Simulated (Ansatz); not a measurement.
# Reading a saddle point

A first-order saddle point of SiNH5, closed shell, PBE0-D4/def2-TZVP, with one imaginary mode of 1590i cm⁻¹:

Si1  (-0.582, -0.171, 0.828)
N2  (0.431, -0.083, -0.762)
H3  (-0.600, -0.955, -0.591)
H4  (-1.351, 1.104, 0.692)
H5  (0.329, 0.059, 2.001)
H6  (0.545, 0.746, -1.336)
H7  (1.228, -0.699, -0.832)
(Å)

Program: Ansatz 0.2.0. Basis: def2-TZVPP and def2-QZVPP. Cores are frozen in the correlated methods. Extrapolation: Hartree–Fock as exp(−7.88 √X), correlation as X^−2.97.

Task: Which contacts change along the imaginary mode, and what lies on either side? (Judge from chemistry; the calculation decides.)

Result: The calculation gives: The step is SiNH₅ ([NH2][SiH3]) → SiH₂ + NH₃ (still joined by a long Si–N bond), with the molecules in contact on both sides. Shortening one way: N2–H3; lengthening the same way: Si1–N2, Si1–H3.
```
  pair  one side (Å)  saddle (Å)  other side (Å)
 N2–H3          2.73        1.36            1.01
Si1–N2          1.72        1.89            2.04
Si1–H3          1.49        1.62            2.57
```

Task: Which side is lower, and how far does the saddle lie above each? (To be estimated.)

Result: The calculation gives: The side with Si1–N2, Si1–H3 short is lower by 1.610 eV; the saddle lies 3.267 eV above it and 1.657 eV above the other (CCSD(T) at an estimated basis limit (MP2 extrapolated from triple and quadruple zeta, plus CCSD(T) − MP2 in triple zeta); electronic energies).

The T1 diagnostic stays at or below 0.014. The restricted Hartree–Fock reference is unstable towards an unrestricted one at one or more of these structures.

Losses and insertions of silylenes and their heavier kin drive the gas-phase chemistry of silicon and germanium vapour deposition.

Labels in which every atom is bracketed show which atoms are joined, not bond orders.

For scale, one of the runs: CCSD(T)/def2-TZVPP, 143 basis functions, launched by `ansatz run in.yaml --threads 2 --pin off --events-out ev --progress --plain --max-ram 4352MiB`. Time: 6.5 s of wall clock on 2 CPU threads of an Arm Neoverse V2; the host was shared. Peak host memory: 0.79 GiB.
